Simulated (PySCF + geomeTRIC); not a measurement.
Species: CH₃O, SMILES `C[O]` (charge 0, multiplicity 2).

Q: Give a relaxed geometry from PySCF + geomeTRIC with BP86-D3(BJ)/def2-SVP.

A: the end point of this relaxation (outside a Z-matrix the atoms follow the SMILES, hydrogens last).
Bonded distances (Å): C1–O2 1.348, C1–H3 1.123, C1–H4 1.130, C1–H5 1.130. Angles (°): O2–C1–H3 117.0, O2–C1–H4 110.0, O2–C1–H5 110.0, H3–C1–H4 108.9, H3–C1–H5 108.9, H4–C1–H5 100.7.
